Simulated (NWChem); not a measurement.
## Worked example: vertical ionisation energy of C3H8O2 (dimethoxymethane)

The species is C3H8O2 (13 atoms), meant as a singlet with charge 0. SMILES: `COCOC`. The coordinates come from a PBE0-D4/def2-TZVP relaxation. This is one conformer, not always the lowest.

Both states at this one shape; open shells run unrestricted unless said. 1 Eh = 27.2114 eV.

| level | program | singlet C3H8O2 (Eh) | doublet [C3H8O2]+ (Eh) |
| --- | --- | --- | --- |
| CAM-B3LYP/LANL2DZ | NWChem | -269.385280 | -269.009327 |
| CAM-B3LYP/MINI | NWChem | -267.308648 | -266.894709 |
| CAM-B3LYP/MIDI! | NWChem | -267.883268 | -267.523367 |

**Question.** Work out the vertical ionisation energy at each level.

**Answer.** 
1. CAM-B3LYP/LANL2DZ: -269.009327 − (-269.385280) = 0.375953 Eh = 10.23 eV.
2. CAM-B3LYP/MINI: -266.894709 − (-267.308648) = 0.413939 Eh = 11.26 eV.
3. CAM-B3LYP/MIDI!: -267.523367 − (-267.883268) = 0.359901 Eh = 9.79 eV.

No measured value is set beside it here; the levels span 9.79 to 11.26 eV. Minimal sets are far from the basis-set limit.
